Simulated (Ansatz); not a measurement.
# [PH4]+ (SMILES [PH4+]) at 6 levels

Wanted: a comparison of 6 runs (UHF/6-31G, B3LYP/3-21G, UB3LYP/6-31G, r2SCAN/3-21G, UMP2/3-21G, CCSDTQ/6-31G) of [PH4]+. 

The calculation is run with Ansatz 0.2.0.

### Step 1. The structure to begin with

[PH4]+ has 5 atoms, charge +1, and is taken as a singlet. As SMILES, `[PH4+]`. The H3–P1 distance was set to 1.719 Å, away from the relaxed value.

Bond lengths: P1–H2 1.375 Å, P1–H4 1.375 Å, P1–H5 1.375 Å. Angles: H2–P1–H4 109.5°, H2–P1–H5 109.5°, H4–P1–H5 109.5°.

### Step 2. The energy at UHF/6-31G (run 1)

File in.yaml:

```yaml
crystal:
  periodic: [false, false, false]
  atoms:
    - symbol: P
      position_ang: [0.154283, 0.253976, -0.172665]
    - symbol: H
      position_ang: [1.511763, 0.192646, 0.037735]
    - symbol: H
      position_ang: [-0.617320, -1.016050, 0.691010]
    - symbol: H
      position_ang: [-0.107557, 0.120226, -1.516055]
    - symbol: H
      position_ang: [-0.323947, 1.465116, 0.269115]
basis:
  gaussian: {orbitals: 6-31G}
total_charge: 1
magnetization: {spin_polarized: true}
hamiltonian: {xc: hf}
accuracy: high
```

Launch:

```
ansatz run in.yaml --threads 1 --pin off --max-ram 2610MiB --events-out events.jsonl --progress --plain --runs-dir runs
```

Standard output:

```text
Warning: RAYON_NUM_THREADS=1 ignored (pool sized by the plan → 1); use --threads N
Functional definition: HF
  name "HF"
  exchange = exact_x
  correlation = 0
476 factors; integrals over basis functions are off by at most 4.1e-9 eV
mean field evaluation 1: about -9323.9890 eV, gradient 7.1e0 eV
mean field evaluation 2: about -9323.9901 eV, gradient 7.1e0 eV
mean field evaluation 4: about -9324.4361 eV, gradient 3.9e-1 eV
mean field evaluation 8: about -9324.4379 eV, gradient 1.5e-7 eV
mean field -9324.43792023 eV, -342.6667732374 hartree, gradient 2.2e-8 eV, S^2 0.000000; 0 other end points of the search recorded, 0 dependent functions left out
reference -9324.43792023 eV, -342.6667732374 hartree; 9, 9 occupied and 12, 12 virtual orbitals, 476 factors
Total energy: -9324.43792023 eV, -342.6667732374 hartree
```

It took 0.24 s on 1 thread of AMD EPYC 7R43 (Zen 3), shared host.

### Step 3. The energy at B3LYP/3-21G (run 2)

File molecule.yaml:

```yaml
crystal:
  periodic: [false, false, false]
  atoms:
    - {symbol: P, position_ang: [0.154283, 0.253976, -0.172665]}
    - {symbol: H, position_ang: [1.511763, 0.192646, 0.037735]}
    - {symbol: H, position_ang: [-0.617320, -1.016050, 0.691010]}
    - {symbol: H, position_ang: [-0.107557, 0.120226, -1.516055]}
    - {symbol: H, position_ang: [-0.323947, 1.465116, 0.269115]}
basis:
  gaussian: {orbitals: 3-21G.json}
total_charge: 1
hamiltonian: {xc: {name: B3LYP}}
accuracy: high
```

The basis set 3-21G is read from a file made from the Basis Set Exchange's data (not shown).

Launch:

```
ansatz run molecule.yaml --threads 1 --pin off --max-ram 2610MiB --events-out events.jsonl --progress --plain --runs-dir runs
```

Standard output:

```text
Warning: RAYON_NUM_THREADS=1 ignored (pool sized by the plan → 1); use --threads N
Functional definition: B3LYP
  name "B3LYP"
  parameter a0 = 0.2
  parameter ax = 0.72
  parameter ac = 0.81
  exchange = (1 - a0 - ax)*slater_x + ax*b88_x + a0*exact_x
  correlation = (1 - ac)*vwn_rpa_c + ac*lyp_c
419 factors; integrals over basis functions are off by at most 4.0e-9 eV
mean field evaluation 1: about -9296.1370 eV, gradient 1.8e1 eV
mean field evaluation 2: about -9296.2675 eV, gradient 1.7e1 eV
mean field evaluation 4: about -9297.2531 eV, gradient 3.1e-1 eV
mean field evaluation 8: about -9297.2238 eV, gradient 2.5e-4 eV
mean field -9297.22382770 eV, -341.6666737832 hartree, gradient 2.7e-8 eV, S^2 0.000000; 0 other end points of the search recorded, 0 dependent functions left out
reference -9297.22385446 eV, -341.6666747668 hartree; 9, 9 occupied and 12, 12 virtual orbitals, 419 factors
Total energy: -9297.22385446 eV, -341.6666747668 hartree
```

Run time: 0.69 s. Hardware: 1 thread of AMD EPYC 7R43 (Zen 3), shared host; peak memory 0.1 GiB.

Run 3 isn't shown in full; the table further down has it.

### Step 4. A single-point energy at r2SCAN/3-21G (run 4)

File job.yaml:

```yaml
crystal:
  periodic: [false, false, false]
  atoms:
    - {symbol: P, position_ang: [0.154283, 0.253976, -0.172665]}
    - {symbol: H, position_ang: [1.511763, 0.192646, 0.037735]}
    - {symbol: H, position_ang: [-0.617320, -1.016050, 0.691010]}
    - {symbol: H, position_ang: [-0.107557, 0.120226, -1.516055]}
    - {symbol: H, position_ang: [-0.323947, 1.465116, 0.269115]}
basis:
  gaussian:
    orbitals: 3-21G.json
total_charge: 1
hamiltonian:
  xc: r2scan
accuracy: high
```

The basis set 3-21G is read from a file made from the Basis Set Exchange's data (not shown).

Launch:

```
ansatz run job.yaml --threads 1 --pin off --max-ram 2610MiB --events-out events.jsonl --progress --plain --runs-dir runs
```

Standard output:

```text
Warning: RAYON_NUM_THREADS=1 ignored (pool sized by the plan → 1); use --threads N
Functional definition: r2SCAN
  name "r2SCAN"
  parameter k0 = 0.174
  parameter k1 = 0.065
  parameter a1 = 4.9479
  exchange = r2scan_x(k0 = k0, k1 = k1, a1 = a1)
  correlation = r2scan_c
419 factors; integrals over basis functions are off by at most 4.0e-9 eV
mean field evaluation 1: about -9294.0435 eV, gradient 1.9e1 eV
mean field evaluation 2: about -9293.7865 eV, gradient 2.0e1 eV
mean field evaluation 4: about -9295.2525 eV, gradient 2.8e-1 eV
mean field evaluation 8: about -9295.2161 eV, gradient 1.8e-3 eV
mean field -9295.21612508 eV, -341.5928920729 hartree, gradient 7.7e-9 eV, S^2 0.000000; 0 other end points of the search recorded, 0 dependent functions left out
reference -9295.21612548 eV, -341.5928920875 hartree; 9, 9 occupied and 12, 12 virtual orbitals, 419 factors
Total energy: -9295.21612548 eV, -341.5928920875 hartree
```

Run time: 1.4 s. Hardware: 1 thread of AMD EPYC 7R43 (Zen 3), shared host; peak memory 0.13 GiB.

Run 5 isn't shown in full; the table further down has it.

### Step 5. A single-point energy at CCSDTQ/6-31G (run 6)

File run.yaml:

```yaml
crystal:
  periodic: [false, false, false]
  atoms:
    - {symbol: P, position_ang: [0.154283, 0.253976, -0.172665]}
    - {symbol: H, position_ang: [1.511763, 0.192646, 0.037735]}
    - {symbol: H, position_ang: [-0.617320, -1.016050, 0.691010]}
    - {symbol: H, position_ang: [-0.107557, 0.120226, -1.516055]}
    - {symbol: H, position_ang: [-0.323947, 1.465116, 0.269115]}
basis:
  gaussian:
    orbitals: 6-31G
total_charge: 1
magnetization:
  spin_polarized: false
correlation:
  method: ccsdtq
  frozen_orbitals: {H: 0, P: 5}
accuracy: high
scf:
  omitted_lower_state_checks: [cluster_reference, increment]
```

Launch:

```
ansatz run run.yaml --threads 1 --pin off --max-ram 2610MiB --events-out events.jsonl --progress --plain --runs-dir runs
```

Standard output:

```text
Warning: RAYON_NUM_THREADS=1 ignored (pool sized by the plan → 1); use --threads N
[... 11 lines left out ...]
5 core orbitals not correlated: weight in the atoms' cores, before any rotation towards them, 1.000 or more for the frozen orbitals, at most 0.000 for the correlated occupied ones
[... 19 lines left out ...]
Total energy: -9327.11753112 eV, -342.7652471214 hartree
Checks for a lower state left out: cluster_reference, increment
```

Wall time 4.5 s (1 thread of AMD EPYC 7R43 (Zen 3), shared host); peak memory 0.12 GiB.

### Step 6. The series

```
run         level  frozen core orbitals  energy (Eh)  wall time
  1     UHF/6-31G                     –  -342.666773     0.24 s
  2   B3LYP/3-21G                     –  -341.666675     0.69 s
  3  UB3LYP/6-31G                     –  -343.379639      1.6 s
  4  r2SCAN/3-21G                     –  -341.592892      1.4 s
  5    UMP2/3-21G                     5  -341.044185     0.14 s
  6  CCSDTQ/6-31G                     5  -342.765247      4.5 s
```

### Step 7. Results

```
                                          quantity          value
                               run 6: total energy  -342.76525 Eh
run 6: correlation energy (5 core orbitals frozen)      -98.5 mEh
                              run 6: T1 diagnostic          0.006
```

**Reading.** Totals of different functionals can't be ranked against each other. All runs together took 8.6 s, the longest 4.5 s.
